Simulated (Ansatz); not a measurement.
Results of PBE in Ansatz (plane waves, PAW) for zinc-blende HgSe.

Numerical settings: plane-wave cutoff 520 eV, 20×20×20 k mesh, Fermi–Dirac smearing 0.05 eV, perturbation theory, scalar-relativistic PAW data made under PBE.

Cell (relaxed at this level):

Space group F-43m (No. 216); a = b = c = 6.260 Å, α = β = γ = 90.00°

```tsv
atom	site	symmetry	x	y	z
Hg	4a	-43m	0.0000	0.0000	0.0000
Se	4c	-43m	0.2500	0.2500	0.2500
```
(The calculation used a cell of 2 atoms; values per cell refer to that cell.)

Problem. Give the computed TO(Γ) frequency.

Solution. 
TO(Γ) frequency: 110 cm⁻¹

Note: the solid has no gap at this level, which affects its response.

Spin–orbit coupling is not included; it can shift volumes and moduli of such heavy elements.

Ansatz is an electronic-structure program.
